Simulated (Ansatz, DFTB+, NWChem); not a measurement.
## Strength of the C–C bond: C2H6 → 2 CH3

Species: C2H6 (ethane) `CC`, singlet; CH3 (methyl radical) `[CH3]`, doublet. 

Shapes, held fixed at every level: PBE0-D4/def2-TZVP. Programs: Ansatz 0.2.0, DFTB+ 25.1, NWChem 7.3.0. A level may come from different programs for different species; with the same settings they agree closely. The zero-point and thermal change to 298 K, harmonic and unscaled (PBE0-D4/def2-TZVP), is -30.3 kJ/mol.

**The experiment to reproduce.** Tabulated heats of formation (Active Thermochemical Tables): C2H6 -83.8; CH3 +146.5 kJ/mol, which give ΔH(298 K) = +376.8 kJ/mol.

```json
{"level": "DFTB1", "kind": "semi-empirical", "ΔH (kJ/mol)": "+538.9", "computed − measured": "+162.2"}
{"level": "HF/def2-SVP", "kind": "Hartree–Fock", "ΔH (kJ/mol)": "+256.1", "computed − measured": "-120.7"}
{"level": "SPW92/def2-TZVPP", "kind": "LDA", "ΔH (kJ/mol)": "+455.2", "computed − measured": "+78.5"}
{"level": "PBE-D4/def2-TZVPP", "kind": "GGA", "ΔH (kJ/mol)": "+379.9", "computed − measured": "+3.1"}
{"level": "wB97X-V/def2-TZVPP", "kind": "range-separated hybrid", "ΔH (kJ/mol)": "+383.6", "computed − measured": "+6.8"}
{"level": "MP2/def2-SVP", "kind": "perturbation theory", "ΔH (kJ/mol)": "+385.5", "computed − measured": "+8.8"}
{"level": "CCSD/def2-SVP", "kind": "coupled cluster or CI", "ΔH (kJ/mol)": "+364.6", "computed − measured": "-12.1"}
{"level": "CCSD(T)/def2-TZVPP", "kind": "coupled cluster or CI", "ΔH (kJ/mol)": "+368.8", "computed − measured": "-8.0"}
{"level": "CCSD(T)/CBS estimate", "kind": "coupled cluster or CI", "ΔH (kJ/mol)": "+377.1", "computed − measured": "+0.4"}
```

Nearest: CCSD(T)/CBS estimate (+0.4); farthest: DFTB1 (+162.2). 5 of 9 levels lie within 10 kJ/mol. Electron pairs are made or broken, so correlation matters. Open shells run unrestricted. The CBS estimate extrapolates MP2 from def2-TZVPP and def2-QZVPP and adds CCSD(T) − MP2 in the triple-zeta set, cores frozen. xTB rows lack spin polarisation.
